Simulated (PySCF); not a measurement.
H₃N, SMILES N. Coordinates come from a PBE0-D3(BJ)/def2-TZVPD optimisation.

PySCF with TDDFT-B3LYP/def2-TZVPD puts the lowest singlet excitations at 6.28, 8.40, 8.40, 9.92, 9.92, 10.17 eV and the lowest triplet (TDA) at 5.93 eV.

What are the lowest singlet roots from EOM-CCSD/aug-cc-pVDZ in PySCF 2.14.0? (Estimate from the structure and the level; the computed values follow.)

6.44, 8.01, 8.01, 9.63, 10.36, 10.50 eV; triplets 6.13, 7.87, 7.87 eV. S1 differs by 0.16 eV (second minus first; roots are paired by order, and the bases may differ).
